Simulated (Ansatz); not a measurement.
Relaxation of C$_{2}$H$_{5}$N$_{3}$ (10 atoms, charge 0, multiplicity 1), to a largest force component of 0.015 eV/Å in at most 40 steps.

Level of theory: RKS PBE-D4/def2-mTZVP in Ansatz.

```xyz
10
Properties=species:S:1:pos:R:3
N -0.606 1.272 -1.177
C 0.031 0.416 -0.513
C 0.217 -0.395 0.455
N 0.032 -0.992 1.600
N 1.183 -0.316 -0.534
H -1.641 1.341 -0.952
H -0.467 1.253 -2.186
H 0.387 -1.923 1.643
H -1.029 -0.964 1.866
H 1.977 0.256 -0.198
```

Question: Where does it end, and by what steps?

Answer: The run converged. After 9 steps the energy has fallen by 1.350 eV; C2 moved furthest, 0.25 Å.

```csv
step,energy less start (eV),largest force component (eV/Å),accepted
0,0.0000,6.040,yes
1,-1.0191,3.132,yes
2,-1.2541,0.677,yes
3,-1.2150,2.713,no
4,-1.3173,0.203,yes
5,-1.3324,0.150,yes
6,-1.3404,0.301,yes
7,-1.3494,0.058,yes
8,-1.3500,0.017,yes
9,-1.3501,0.005,yes
```

```xyz
10
Properties=species:S:1:pos:R:3
N -0.608 1.330 -1.253
C -0.065 0.223 -0.648
C 0.153 -0.589 0.338
N 0.029 -1.044 1.629
N 1.356 -0.309 -0.548
H -1.558 1.544 -0.945
H -0.571 1.291 -2.276
H 0.326 -2.018 1.744
H -0.904 -0.914 2.023
H 1.927 0.435 -0.063
```

Time of the run: 19 s on 2 threads of Arm Neoverse V1, with other jobs on the host, peak memory 0.13 GiB.
